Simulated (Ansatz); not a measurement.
Born–Oppenheimer molecular dynamics of H2S + H4N (8 atoms, charge 1, multiplicity 1). It starts from a relaxed structure.

These are results of RKS B3LYP-D4/def2-SVP (Ansatz 0.2.0), not measurements.

```json
{
 "ensemble": "NVT, Nosé–Hoover chain",
 "time step": "0.5 fs",
 "steps asked": "100",
 "set temperature": "100 K",
 "thermostat": "time constant 50 fs, chain length 3",
 "seed": "981016"
}
```

First frame:

```xyz
8
Properties=species:S:1:pos:R:3
N -0.148 -0.282 -1.266
H 0.635 -0.798 -1.692
H -0.275 0.610 -1.763
H 0.070 -0.098 -0.231
H -1.007 -0.843 -1.351
S 0.709 0.171 1.821
H -0.400 -0.242 2.481
H 0.416 1.482 2.000
```

Problem. How far do the bonds stretch over the last three quarters of this one trajectory? (Pairs bonded in most of those frames.)

Solution. 
```csv
bond,mean (Å),spread (Å),shortest,longest
N1–H2,1.030,0.006,1.02,1.04
N1–H3,1.030,0.015,1.01,1.05
N1–H4,1.074,0.018,1.05,1.10
N1–H5,1.030,0.009,1.02,1.04
S6–H7,1.355,0.007,1.34,1.37
S6–H8,1.355,0.019,1.33,1.38
```

Mean temperature of the second half: 60 K. The conserved energy stayed within 0.094 meV per atom of its start (net change 0.056 meV per atom), so the integration is sound. The mean temperature of the second half is 40 % below the set value. A run of 0.05 ps of so small a system gives no equilibrium averages.

Time of the run: 2.7 min on 1 thread of Arm Neoverse N1 (shared host), peak memory 0.094 GiB.
